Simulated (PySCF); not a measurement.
Input of a run (PBE0-D3(BJ)/def2-SVP geometry optimisation, gas phase (PySCF 2.14.0)), started from GFN2-xTB:
```
{"job": {"xc": "PBE0", "basis": "def2-SVP", "d3": "d3bj", "grid": 1, "shake": 0.01, "kind": "geom"}, "charge": 0, "multiplicity": 1}
N      1.496960     0.490680    -0.052820
C      0.757670    -0.402850     0.417420
C     -0.732910    -0.425610     0.133650
N     -1.176610     0.656410    -0.690000
H      2.464680     0.468810     0.157210
H      1.119300    -1.220510     1.047660
H     -1.233530    -0.405240     1.101840
H     -0.939860    -1.372620    -0.343990
H     -0.717740     0.650570    -1.554300
H     -0.987530     1.539430    -0.237720
```

Output (energies in Eh, forces in Eh/bohr):
```
step   0  E = -188.93592251  max force = 0.032861
step   1  E = -188.94169679  max force = 0.011681
step   2  E = -188.94194406  max force = 0.002070
step   3  E = -188.94188352  max force = 0.003487
step   4  E = -188.94195073  max force = 0.000912
step   5  E = -188.94195955  max force = 0.000352
optimisation converged
```

Q: Summarise the run.

A: The energy falls by 15.9 kJ/mol over 6 energy and gradient evaluations, the largest force component goes from 0.0329 to 3.5e-04 Eh/bohr, and the atoms move by 0.043 Å rms after alignment. The bond that changes most is N4–H9 (primary amine nitrogen to N–H hydrogen), which lengthens by 0.041 Å. Bonds longer at the end by more than 0.005 Å: 8 of 9; shorter: 1. Among the angles that change most is C2–N1–H5, from 118.8° to 110.7°. The energy rose by more than 1e-6 Eh at step 3. The first step brought 96 % of the lowering.

Q: What are the final bond lengths?

A: N1=C2 1.268 Å, C2–C3 1.505 Å, C3–N4 1.439 Å, N1–H5 1.023 Å, C2–H6 1.110 Å, C3–H7 1.107 Å, C3–H8 1.107 Å, N4–H9 1.019 Å, N4–H10 1.020 Å. Numbering counts from 1 in the input's order; the species is `[H]/N=C/CN`.

The run used 86 basis functions and 40 SCF cycles in all. Time: 10 s; peak memory 0.34 GiB. Hardware: one thread, Arm Neoverse V2 (aarch64), shared host with 32 logical CPUs at a one-minute load of 16.

No PBE0-D3(BJ)/def2-SVP frequencies stand behind this structure, so it isn't proved a minimum. One conformer, not necessarily the lowest.

The values belong to the conformer `[H]/[N:1]=[CH:2]/[CH2:3][NH2:4]`: N1–C2–C3–N4 -1°, H–N4–C3–C2 57°, H–N4–C3–C2 -55°.
